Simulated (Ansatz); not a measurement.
For antifluorite Mg₂Sn, BLYP (plane waves, PAW; Ansatz, a first-principles code) gives:

* **equilibrium lattice constant a**: 6.883 Å
* **bulk modulus**: 36.0 GPa
* **band gap at the measured cell**: 0.00 eV
* **formation enthalpy**: -0.326 eV/atom

### Question
What does B3LYP (VWN-RPA form) in Ansatz (plane waves, PAW) give for the same quantities?

### Answer

- lattice constant a: 6.806 Å (falls by 1.1 %)
- bulk modulus: 42.5 GPa (rises by 18 %)
- band gap at the measured cell: 0.59 eV (rises by 0.59 eV)
- formation enthalpy: -0.398 eV/atom (moves by -0.072 eV/atom)

For comparison: lattice constant a 6.766 Å (measured, temperature not stated, no zero-point or thermal correction; as tabulated in Freccero, Grin, Wagner, Dalton Trans. (2023), ESI); band gap 0.36 eV (measured, temperature not stated, no zero-point or thermal correction, indirect, Γ–X; as tabulated in Ryu et al. (2019), arXiv:1905.06140).

Changes are worked out from the printed values.

Unless a cell is named, each level is at its own relaxed cell (BLYP 27.18, B3LYP (VWN-RPA form) 26.28 Å³/atom).

Levels without +SOC leave out spin–orbit coupling, which shifts energies and cells of such heavy elements.

Levels without +SOC have no spin–orbit coupling; where heavier elements are present it shifts gaps, mostly down, and can invert bands. A gap of zero means that the bands touch or overlap. Density-functional gaps are differences of (generalised) Kohn–Sham levels.

Caveats: an element that serves as reference has a cell well above its measured volume (BLYP). Ansatz's density-functional and Hartree–Fock values are scalar-relativistic unless marked +SOC, with PAW data made under PBE.
